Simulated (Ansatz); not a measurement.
```yaml
crystal:
  periodic: [false, false, false]
  atoms:
    - {symbol: S, position_ang: [0.000000, 0.000000, 0.000000]}
    - {symbol: H, position_ang: [0.000000, 0.000000, 1.360000]}
basis:
  gaussian: {orbitals: def2-TZVP}
total_charge: 1
magnetization: {spin_polarized: true, initial_magnetization: 2}
hamiltonian: {xc: pbe0}
relax: {f_tol: 0.004, max_steps: 80}
```

```sh
$ ansatz run in.yaml --threads 1 --pin off --events-out ev --progress --plain --max-ram 2176MiB
```

Steps of the relaxation (energy above the last step; positions in Å, forces in eV/Å):

```
2
step 1, 1.0 meV
S     0.000    0.000    0.000    0.000    0.000   -0.223
H     0.000    0.000    1.360    0.000    0.000    0.223
```

```
2
step 2, 0.2 meV
S     0.000    0.000   -0.003    0.000    0.000   -0.089
H     0.000    0.000    1.363    0.000    0.000    0.089
```

```
2
step 3, 0.0 meV
S     0.000    0.000   -0.005    0.000    0.000   -0.001
H     0.000    0.000    1.365    0.000    0.000    0.001
```

Close pairs at the end: S1–H2 1.369 Å.

A stationary point of unrestricted PBE0 after 3 steps, with ⟨S²⟩ = 2.008 against 2.00 for a pure state. 1.6 s on 1 thread of Arm Neoverse V2, shared host.
